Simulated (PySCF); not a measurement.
## Vibration and rotation of SiS⁺

UHF-CCSD(T) constants of SiS⁺, ²Π (doublet), unpaired electrons π ↑ (Si aug-pcseg-1, S aug-pcseg-1; no relativity (PySCF 2.14); masses 27.9769 and 31.9721 u):

* ωe: 576.2 cm⁻¹
* ωexe: 2.52 cm⁻¹
* Be: 0.25721 cm⁻¹
* αe: 0.00152 cm⁻¹
* D (centrifugal): 2.05e-07 cm⁻¹
* De to Si⁺ + S: 3.49 eV

Question: Give the vibrational terms G(v) and spacings up to v = 6.

Answer: G(v) = ωe(v+½) − ωexe(v+½)².

| v | G(v) (cm⁻¹) | G(v) − G(v−1) | Bv (cm⁻¹) |
| --- | --- | --- | --- |
| 0 | 287.5 |  | 0.2565 |
| 1 | 858.6 | 571.2 | 0.2549 |
| 2 | 1424.8 | 566.1 | 0.2534 |
| 3 | 1985.8 | 561.1 | 0.2519 |
| 4 | 2541.9 | 556.0 | 0.2504 |
| 5 | 3092.9 | 551.0 | 0.2488 |
| 6 | 3638.8 | 546.0 | 0.2473 |

Question: How well does the Morse estimate ωe²/(4ωexe) reproduce De, and what is D0?

Answer: It gives 4.08 eV, 117 % of the computed De. D0 = De − G(0) = 3.49 − 0.04 = 3.45 eV.

Correlated steps freeze 10 core orbitals. Correlated levels converge slowly with the basis: in double zeta they bind strong bonds too weakly, by up to about 1 eV, and carry superposition errors of some tenths. For an ion De counts to the pair picked by the measured ionisation energies or electron affinities, which need not be the lowest pair at this level. The state was picked by a PBE0 search and need not be the measured ground state.
